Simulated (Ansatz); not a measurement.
Cartesian coordinates (Å):
SMILES: [CH]=O
```xyz
3

C     -0.0264     0.3562     0.0000
O      1.0289    -0.1533     0.0000
H     -1.0025    -0.2029     0.0000
```
Charge 0, spin multiplicity 2.

Level of theory: Ansatz (a first-principles code) with frozen-core CCSD(T)/cc-pVTZ // B3LYP-D3(BJ)/def2-TZVP.

- HF energy = -113.29288 Ha
- MP2 correlation energy = -0.36717 Ha

Question: Estimate the CCSD correlation energy, the (T) correction, the total energy and the T1 diagnostic.

Answer: 
| Property | Result |
|---|---|
| CCSD correlation energy | -0.37417 Ha |
| (T) correction | -0.01687 Ha |
| CCSD(T) total energy | -113.68392 Ha |
| T1 diagnostic | 0.022 |
